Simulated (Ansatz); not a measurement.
`[SiH3]NP` + `N=C=O` → `O=C=NP` + `N[SiH3]` at 400 K and 1 bar (ligand exchange at a P–N bond).

Calculated with Ansatz (gas phase, PBE0-D4/def2-TZVP geometries, no zero-point term in ΔE). CCSD(T)/CBS is the MP2 limit (def2-TZVPP, def2-QZVPP) plus CCSD(T) − MP2 in def2-TZVPP, frozen cores. This one scheme is used for every species. Each species was taken in one conformer, which may not be the lowest.

```json
{"species": "`[SiH3]NP`", "CCSD(T)/CBS energy (Eh)": "-688.33766", "H − E (kJ/mol)": "183.0", "S (J/(mol·K))": "344.0"}
{"species": "`N=C=O`", "CCSD(T)/CBS energy (Eh)": "-168.51995", "H − E (kJ/mol)": "72.4", "S (J/(mol·K))": "252.4"}
{"species": "`O=C=NP`", "CCSD(T)/CBS energy (Eh)": "-510.05485", "H − E (kJ/mol)": "104.8", "S (J/(mol·K))": "320.8"}
{"species": "`N[SiH3]`", "CCSD(T)/CBS energy (Eh)": "-346.80422", "H − E (kJ/mol)": "153.0", "S (J/(mol·K))": "285.3"}
```

H − E and S are ideal-gas, rigid-rotor, harmonic terms from PBE0-D4/def2-TZVP, for one conformer and one mirror image of each species. 1 Eh = 2625.50 kJ/mol, R = 8.31446 J/(mol·K).

Problem. By hand: ΔE, ΔH, ΔS and ΔG.

Solution. ΔE = (-510.05485) + (-346.80422) − (-688.33766) − (-168.51995) = -0.00146 Eh = -3.8 kJ/mol. Δ(H − E) = 104.8 + 153.0 − 183.0 − 72.4 = 2.4, so ΔH = -1.4 kJ/mol. ΔS = 320.8 + 285.3 − 344.0 − 252.4 = 9.7 J/(mol·K). ΔG = -1.4 − 400 × (9.7)/1000 = -5.3 kJ/mol.

Problem. By hand: the equilibrium constant, and the temperature at which ΔG would vanish if ΔH and ΔS stayed fixed.

Solution. log₁₀ K = −ΔG/(RT ln 10) = 0.7. ΔH and −TΔS have one sign here, so there is no such temperature.

TΔS isn't small against ΔH here. The sign of ΔG lies within the doubt. A doubt of 5 kJ/mol in ΔE shifts log₁₀ K by 0.7 here. Other conformers and mirror images would add mixing entropy, several J/(mol·K) or more a flexible species. These are equilibria of isolated gas molecules and say nothing of rates. Largest T1 diagnostic: 0.018 (customary marks: 0.02 for closed shells, 0.045 for open ones).

ΔS is within the doubt of such terms, so its sign, and with it that verdict, could turn.
